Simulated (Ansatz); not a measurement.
## Multireference treatment of C₂H (charge -1), singlet

Program: Ansatz, Gaussian basis, development build. Basis cc-pVDZ, nonrelativistic, 2 orbitals frozen in the corrections. State-specific CASSCF; RHF is the lowest restricted (open-shell) Hartree–Fock solution met. No symmetry is imposed, so a solution can break that of the shape. The lowest solution met needn't be the lowest there is, nor hold the orbitals that a chemist would pick.

Geometry:

```csv
atom,x (Å),y (Å),z (Å)
H,0.0000,0.0000,-1.4488
C,0.0000,0.0000,-0.4544
C,0.0000,0.0000,0.6959
```

Task: What do CASSCF and its corrections give against RHF in CAS(10,9), and what are the occupations?

Result: CASSCF -2.920 eV, SC-NEVPT2 -6.354 eV; occupations 2.00, 1.99, 1.98, 1.96, 1.96, 0.05, 0.05, 0.02, 0.01.
